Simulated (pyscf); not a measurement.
Single points on ωB97X-D3(BJ)/def2-SVP structures (PySCF, gas phase).

For the elementary gas-phase step H₃C–SiH(CH₃)–CH₃ + H• → H₃C–Si•(CH₃)–CH₃ + H₂ (doublet surface; H–Si broken, H–H formed), what barrier and reaction energy does ωB97M-D3(BJ)/def2-TZVP give, measured from the separated reactants?

ΔE‡ = 0.19 eV, ΔE = -0.37 eV. Zero-point energy shifts the barrier by -0.04 eV. It is a hydrogen abstraction, with an imaginary mode of 875i cm⁻¹. One saddle was located; it need not be the lowest between these sides. The angle at the transferred H is 180°.
